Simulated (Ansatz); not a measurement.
Wavefunction methods compared: C₂ (charge -1), doublet

Calculated in Ansatz's Gaussian-basis code; BCCD by scripts on PySCF. Nonrelativistic, STO-3G, 2 core orbitals frozen. Perturbation and coupled-cluster methods stand on the Hartree–Fock determinant that coupled cluster favours; RHF here means ROHF, with semicanonical perturbation theory. The state met can change along the bond. The basis is small, far from the limit. The unrestricted determinant is a mixture of spins, so it may stand for another state.

Correlation energy of CCSD(T), then each method's total less that of CCSD(T), in eV:

```tsv
case	E corr CCSD(T)	CCSD	BCCD	BCCD(T)	determinant
1.458 Å RHF	-5.775	+0.131	+0.149	+0.007	0.86 eV over the lowest such Hartree–Fock solution met
2.282 Å UHF	-0.975	+0.046	+0.038	-0.072	⟨S²⟩ = 2.759
3.360 Å UHF	-0.531	+0.012	-0.010	-0.017	⟨S²⟩ = 2.756
3.614 Å UHF	-0.536	+0.005	-0.003	-0.006	⟨S²⟩ = 2.754
```

Q: How far does full CI lie from CCSD(T) in each case, and where is CCSD(T) within 1 kcal/mol (0.043 eV)?

A: 1.458 Å RHF: -0.174 eV (outside); 2.282 Å UHF: -0.037 eV (within, spin-contaminated determinant); 3.360 Å UHF: -0.118 eV (outside, spin-contaminated determinant); 3.614 Å UHF: -0.078 eV (outside, spin-contaminated determinant).

Q: Which method comes nearest to full CI in total energy for 1.458 Å RHF?

A: CCSD(T), 0.174 eV away; next BCCD(T) (0.181 eV), last BCCD (0.323 eV).

Several Brueckner solutions were met.
